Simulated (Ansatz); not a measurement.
Reaction (substitution at a C–Si bond): `C[SiH2]C` + `C=C(F)S` → `C=C(F)SC` + `C[SiH3]`

Gas-phase electronic energies from Ansatz, PBE0-D4/def2-TZVP geometries. CCSD(T)/CBS is the MP2 limit (def2-TZVPP, def2-QZVPP) plus CCSD(T) − MP2 in def2-TZVPP, frozen cores. This one scheme is used for every species. Functionals use def2-TZVPP. B3LYP here is the variant with VWN-RPA as its local correlation; programs differ in this. One conformer a species, not always the lowest.

Task: Is it downhill or uphill in electronic energy at CCSD(T)/CBS, and by how much? (Best estimate.)

Result: Ansatz gave: Uphill: ΔE = +36.8 kJ/mol.

Task: What do these levels give: r2SCAN-D4, B97M-V, B3LYP-D4, CAM-B3LYP-D4, CAM-B3LYP, HF/def2-SVP? (Estimate.)

Result: The calculation gave: r2SCAN-D4 38.0, B97M-V 39.5, B3LYP-D4 35.2, CAM-B3LYP-D4 36.8, CAM-B3LYP 37.0, HF/def2-SVP 35.6 kJ/mol.

Largest T1 diagnostic among the species: 0.012.

Leaving LDA and LC-ωPBE aside and taking each functional with its dispersion term where it has one, the values, not all of them listed here, spread over 6.8 kJ/mol, from revPBE-D4 to B97M-V. At CCSD(T), def2-SVP lies −4.7 kJ/mol from the extrapolated value and def2-TZVPP +0.5 kJ/mol.
